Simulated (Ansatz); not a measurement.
# Abstraction of Cl: C2HClF2 + C4H9 → C2HF2 + C4H9Cl

Species: C2HClF2 `F/C=C(\F)Cl`, singlet; C4H9 (tert-butyl radical) `C[C](C)C`, doublet; C2HF2 `F/[C]=C\F`, doublet; C4H9Cl (2-chloro-2-methylpropane) `CC(C)(C)Cl`, singlet. A radical takes Cl: the energy is the difference in strength between two C–Cl bonds in different surroundings.

Shapes, held fixed at every level: PBE0-D4/def2-TZVP. Programs: Ansatz 0.2.0. The zero-point and thermal change to 298 K, harmonic and unscaled (PBE0-D4/def2-TZVP), is +4.5 kJ/mol.

(1) Estimate ΔH(298 K) of this reaction.

Results:

(1) B2PLYP/def2-TZVPP gives ΔH(298 K) = +56.9 kJ/mol; the levels span +38.8 to +67.9. The median of the levels is +57.8. No measured value is set beside it here. Spin contamination: C2HF2 (⟨S²⟩ up to 0.94). Open shells run unrestricted.

```
                level                    kind  ΔH(298 K) (kJ/mol)
        HF/def2-TZVPP            Hartree–Fock               +38.8
     SPW92/def2-TZVPP                     LDA               +67.9
    PBE-D4/def2-TZVPP                     GGA               +63.5
 r2SCAN-D4/def2-TZVPP                meta-GGA               +60.3
  BHLYP-D4/def2-TZVPP           global hybrid               +56.5
r2SCAN0-D4/def2-TZVPP           global hybrid               +58.6
   wB97X-V/def2-TZVPP  range-separated hybrid               +53.9
    B2PLYP/def2-TZVPP           double hybrid               +56.9
```
